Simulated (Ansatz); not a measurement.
Basis-set extrapolation for C6H14, SMILES `CCCCCC` (PBE0-D4/def2-TZVP geometry, frozen core, Ansatz). Multiplicity 1, RHF reference.

```
                      def2-TZVPP   def2-QZVPP
                 HF  -235.451304  -235.462602
    MP2 correlation    -1.068380    -1.133923
CCSD(T) correlation    -1.183514      not run
```

Energies in hartree. Use E(X) = E(∞) + A·exp(−7.88·√X) for Hartree–Fock and E(X) = E(∞) + B·X^(−2.97) for correlation, with X = 3 and 4, and add CCSD(T) minus MP2 of the smaller set to the MP2 limit.

What is the CCSD(T) energy at the basis-set limit?

HF limit: -235.462602 + (-0.011298) × 0.13774 = -235.46416. MP2 limit: -1.133923 + (-0.065543) × 0.74074 = -1.18247. Higher-order term: -1.183514 − (-1.068380) = -0.11513. Total: -236.76176 hartree, 3.45 eV below CCSD(T)/def2-TZVPP.
